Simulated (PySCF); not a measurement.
# EPR parameters of [C5H9N]+

Compound: C5H9N (charge +1 and doublet state).
Z-matrix (Å and degrees, GFN2-xTB geometry), rows numbered from 1:
```
C 
N   1  1.4162
C   2  1.4203  1  124.25
C   3  1.4870  2  104.54  1  -174.83
C   4  1.3355  3  109.83  2     0.26
C   2  1.4203  1  124.25  3  -173.71
H   1  1.0906  2  110.60  3   -32.33
H   1  1.0907  2  110.60  3  -153.92
H   1  1.0991  2  111.27  3    86.86
H   3  1.1022  2  111.60  1    64.01
H   3  1.1020  2  111.82  1   -52.89
H   4  1.0734  3  122.64  2  -179.43
H   5  1.0734  4  127.52  3  -179.72
H   6  1.1019  2  111.83  1    52.87
H   6  1.1022  2  111.57  1   -64.05
```

The hyperfine couplings belong to this conformer and change with its torsions.

Identity: `C[N+]1CC=CC1` [radical] (charge +1).

Level of theory: UKS B3LYP, pcH-1 on C H N, non-relativistic, mean-field spin-orbit, GIAO in PySCF. Isolated species at its GFN2-xTB geometry, gas phase. The geometry wasn't refined by DFT: couplings that depend on bond lengths, twists or pyramidal angles can differ widely from those at the functional's own minimum, by a factor of two or more for some ions and for spin on atoms past the first row. Stability of the SCF solution: not tested.

| Item | Value |
| --- | --- |
| g1, g2, g3 | 2.00211, 2.00424, 2.00426 |
| g_iso | 2.00353 |
| Form of g | close to axial: the two nearest values differ by under 1 % of g3 − g1 |
| ⟨S²⟩ | 0.7548 (exact 0.7500) |
| α and β electrons | 23, 22 |
| Basis functions | 240 |

Isotropic coupling and dipolar principal values T1 to T3, in 10⁻⁴ cm⁻¹ (1 × 10⁻⁴ cm⁻¹ = 2.998 MHz):

| atom | isotope | a_iso | T1 | T2 | T3 | Mulliken spin population |
| --- | --- | --- | --- | --- | --- | --- |
| C1 | 13C | -8.8 | -1.4 | 0.3 | 1.0 | -0.03 |
| N2 | 14N | 12.3 | -12.2 | -12.1 | 24.3 | 0.70 |
| C3 | 13C | -11.9 | -1.8 | 0.0 | 1.8 | -0.05 |
| C4 | 13C | 0.0 | -0.8 | 0.0 | 0.8 | 0.02 |
| C5 | 13C | 0.0 | -0.8 | 0.0 | 0.8 | 0.02 |
| C6 | 13C | -11.9 | -1.8 | 0.0 | 1.8 | -0.05 |
| H7 | 1H | 13.0 | -1.7 | -1.1 | 2.8 | 0.02 |
| H8 | 1H | 13.0 | -1.7 | -1.1 | 2.8 | 0.02 |
| H9 | 1H | 52.2 | -1.8 | -1.1 | 2.9 | 0.06 |
| H10 | 1H | 64.1 | -2.1 | -1.2 | 3.4 | 0.08 |
| H11 | 1H | 63.2 | -2.1 | -1.0 | 3.2 | 0.08 |
| H12 | 1H | -0.9 | -0.6 | -0.6 | 1.2 | 0.00 |
| H13 | 1H | -0.9 | -0.7 | -0.6 | 1.2 | 0.00 |
| H14 | 1H | 63.2 | -2.1 | -1.0 | 3.2 | 0.08 |
| H15 | 1H | 64.1 | -2.2 | -1.2 | 3.4 | 0.08 |

The Mulliken spin populations are largest on N2 (+0.70), H11 (+0.08), H14 (+0.08) and H15 (+0.08). N2 is the only atom above +0.15. The angles at N2 add up to 359.7°, so it is planar.

Under fast tumbling the dipolar parts average out, and these isotropic splittings remain: 4 × 1H (H10/H11/H14/H15, I = 1/2, 5 lines) with 6.80 mT, 3 × 1H (H7/H8/H9, I = 1/2, 4 lines) with 2.79 mT, 1 × 14N (N2, I = 1, 3 lines) with 1.31 mT and 2 × 1H (H12/H13, I = 1/2, 3 lines) with 0.09 mT.

Nuclei that the bonding pattern makes equivalent are averaged, as if the motion that swaps them (rotation, inversion, ring flip) were fast. The three 1H nuclei of mean +78.1 MHz run from 38.9 to 156.5 MHz in the frozen geometry.

The 13C coupling of C3/C6 (mean -35.6 MHz) shows only in satellite lines or after enrichment, since that isotope makes up about 1.07 % of natural carbon.

Hardware: one thread of an Arm Neoverse V2, no GPU, shared host with 96 logical CPUs at a one-minute load of 96. Cost: 47 s wall (grids of density and orbitals included), 0.96 GiB resident at most.
